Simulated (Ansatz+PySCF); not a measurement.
A calculation with PySCF 2.14.0.

```python
from pyscf import gto, scf, mp

mol = gto.M(atom="""
C -0.028730 -0.395260 0.740530
N -0.036820 0.875750 0.009850
C -0.028780 -0.398880 -0.741440
H 0.896920 1.263160 -0.006050
H -0.951540 -0.613860 1.278260
H -0.958730 -0.611210 -1.287200
H 0.878180 -0.705300 1.252690
H 0.877530 -0.713630 -1.251630
""", basis='cc-pvtz', charge=1, spin=1)
mf = scf.UHF(mol)
mf.kernel()
pt = mp.MP2(mf, frozen=3).run()
print(mf.e_tot, pt.e_corr, pt.e_tot)
```

The script is written out from the run's settings.

Results

```
Converged                       : yes
Reference energy                : -132.77203 hartree
Correlation energy              : -0.49853 hartree
Total energy                    : -133.27057 hartree
Spin squared of the determinant : 0.762
```

Messages of the program:
```
WARN: HOMO -0.269345809130764 >= LUMO -0.269345809130764
WARN: HOMO -0.269345809130764 >= LUMO -0.269345809130764
```
